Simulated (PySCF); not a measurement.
How well do the runs reproduce experiment for SO2?

**Measured values to compare with.**

From NIST CCCBDB Release 22 (SRD 101), experimental polarizabilities, for the gas: mean polarisability 3.882 Å³.

From NIST CCCBDB, for the gas: vertical first ionisation energy 12.5 eV.

From Besley, J. Chem. Theory Comput. 2021, 17, 3644 (DFT calculations of core-electron binding energies at the K-edge of heavier elements), for the gas: S 1s binding energy of S2 2483.9 eV.

Zheng, Zhang, Jin, Southworth, Cheng, Phys. Chem. Chem. Phys. 2022, 24, 13587 lists, for the gas: S 1s binding energy of S2 2483.7 eV.

The results are set against them at the end.

Species: SO₂.
SMILES with atom numbers: `[O:1]=[S:2]=[O:3]`

Geometry (PBE0-D3(BJ)/def2-TZVP, Å), atoms numbered from 1 in this order:
```
atom  x, y, z in Å
O1    -1.2495    0.2878    0.0079
S2    -0.0470   -0.4881   -0.0082
O3     1.2133    0.1904   -0.0064
```

Runs made with PySCF (gas phase, on this PBE0-D3(BJ)/def2-TZVP geometry; non-relativistic but for the core-level run):

```
                                                                          level                                                                                         job  basis functions  wall time
                                                          CAM-B3LYP/aug-cc-pVTZ                          10 singlets by full TDDFT, 4 Tamm–Dancoff triplets, polarisability              142      3.1 s
                                                               PBE0/aug-cc-pVTZ  10 singlets by full TDDFT, 4 Tamm–Dancoff triplets, polarisability, dynamic polarisability              142      3.4 s
                                                            wB97X-D/aug-cc-pVTZ               10 singlets by full TDDFT, 4 Tamm–Dancoff triplets, polarisability, ΔSCF ions              142       13 s
                                                                 B97-2/pcSseg-2                                                                                  shieldings              115      1.8 s
delta-SCF UKS SCAN, pcX-3 on the ionised atom, pcseg-2 elsewhere, spin-free X2C                                                               ΔSCF core ionisation, 3 holes              159      5.4 s
```

Hardware: one thread, AMD EPYC 9R45 (x86_64), shared host.

**Comparison with experiment**

**Mean polarisability.** Measured: 3.882 Å³ (NIST CCCBDB Release 22 (SRD 101), experimental polarizabilities).

| level | computed (Å³) | computed − measured (Å³) | % (from the printed values) |
| --- | --- | --- | --- |
| CAM-B3LYP/aug-cc-pVTZ | 3.725 | -0.157 | -4 |
| PBE0/aug-cc-pVTZ | 3.712 | -0.170 | -4 |
| wB97X-D/aug-cc-pVTZ | 3.727 | -0.155 | -4 |

All 3 levels lie below the measurement. The computed values are static and purely electronic, with core orbitals frozen in the response (1 au = 0.148185 Å³). The table of measured values doesn't say here whether a value is static or optical, or holds a vibrational part.

**Vertical first ionisation energy.** Measured: 12.5 eV (NIST CCCBDB).

| level | computed (eV) | computed − measured (eV) |
| --- | --- | --- |
| ΔSCF wB97X-D/aug-cc-pVTZ | 12.45 | -0.05 |
| −ε(HOMO) CAM-B3LYP/aug-cc-pVTZ | 11.10 | -1.40 |
| −ε(HOMO) PBE0/aug-cc-pVTZ | 9.59 | -2.91 |
| −ε(HOMO) wB97X-D/aug-cc-pVTZ | 11.52 | -0.98 |
| −ε(HOMO) B97-2/pcSseg-2 | 9.27 | -3.23 |

The computed energies are vertical. Orbital energies are listed beside them and aren't ranked.

**Core binding energies.** Delta-SCF UKS SCAN, pcX-3 on the ionised atom, pcseg-2 elsewhere, spin-free X2C in PySCF 2.14.0.

| level and atom | computed (eV) | measured (eV) | computed − measured (eV) |
| --- | --- | --- | --- |
| S 1s, S2 | 2483.32 | 2483.9 and 2483.7 | -0.58 |

Sources, in the order of the opening: Besley, J. Chem. Theory Comput. 2021, 17, 3644 (DFT calculations of core-electron binding energies at the K-edge of heavier elements); Zheng, Zhang, Jin, Southworth, Cheng, Phys. Chem. Chem. Phys. 2022, 24, 13587. The computed values are vertical, without vibrational structure; measured positions hang on the energy calibration. 

No measured geometry was used, and the causes of the misses weren't examined.
